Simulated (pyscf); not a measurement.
9 silicon, germanium or tin steps of one kind (hydrogen abstraction, radical): barrier in kcal/mol, from the separated reactants or the lowest minimum found. Optimised with ωB97X-D3(BJ)/def2-SVP in PySCF. Functionals in def2-TZVP; the last column is ωB97M-D3(BJ)/def2-TZVP. Rows were drawn at random from the steps of this kind and element class whose saddle was verified and whose references are stable.

| step | PBE | M06-2X | PBE0-D3(BJ) | ωB97M-D3(BJ) |
|---|---|---|---|---|
| `[CH2][CH3]` [doublet] + `[SiH3][Cl]` → `[CH3][CH3]` + `[SiH2][Cl]` [doublet] | [?] | 7.6 | 4.0 | 7.8 |
| `[SiH3][SiH2][AsH2]` + `[H]` [doublet] → `[SiH2][SiH2][AsH2]` [doublet] + `[H][H]` | 0.4 | 5.3 | 1.9 | 4.7 |
| `[CH3]` [doublet] + `[Cl][SiH2][Cl]` → `[CH4]` + `[Cl][SiH][Cl]` [doublet] | [?] | 6.9 | 2.9 | 6.7 |
| `[CH2][SiH2][CH3]` [doublet] + `[H][H]` → `[CH3][SiH2][CH3]` + `[H]` [doublet] | 6.1 | 13.3 | 7.9 | 11.2 |
| `[CH3][CH2][SiH3]` + `[CH3]` [doublet] → `[CH3][CH][SiH3]` [doublet] + `[CH4]` | 5.7 | 11.8 | 8.2 | 12.0 |
| `[NH2][SiH2][NH][SiH2][NH2]` + `[CH3]` [doublet] → `[NH2][SiH][NH][SiH2][NH2]` [doublet] + `[CH4]` | 1.8 | 8.9 | 5.1 | 9.2 |
| `[NH2][SiH2][Cl]` + `[NH2]` [doublet] -> `[NH2][SiH][Cl]` [doublet] + `[NH3]` | -3.5 | 4.6 | 0.8 | 4.8 |
| `[CH3][SiH]([Cl])[Cl]` + `[CH3]` [doublet] → `[CH2][SiH]([Cl])[Cl]` [doublet] + `[CH4]` | 7.9 | 13.0 | 9.8 | 13.4 |
| `[CH3]` [doublet] + `[CH3][SiH3]` → `[CH4]` + `[CH3][SiH2]` [doublet] | 2.2 | 8.3 | 4.8 | 8.6 |

What belongs in the gaps?


- `[CH2][CH3]` [doublet] + `[SiH3][Cl]` → `[CH3][CH3]` + `[SiH2][Cl]` [doublet], PBE: 2.5
- `[CH3]` [doublet] + `[Cl][SiH2][Cl]` → `[CH4]` + `[Cl][SiH][Cl]` [doublet], PBE: 0.4

Differences from the last column (kcal/mol): PBE: mean -6.1, median -6.3, mean size 6.1, lower in 9 of 9; M06-2X: mean +0.1, median -0.2, mean size 0.5, lower in 6 of 9; PBE0-D3(BJ): mean -3.7, median -3.8, mean size 3.7, lower in 9 of 9. PBE is closest for row 2 (4.3 kcal/mol apart) and farthest for row 7 (8.3 kcal/mol). PBE, r²SCAN and M06-2X carry no added dispersion term. The last column is a level with limits of its own. Each barrier is that of the saddle found. Elements up to Kr have no core potential and no relativistic terms here.
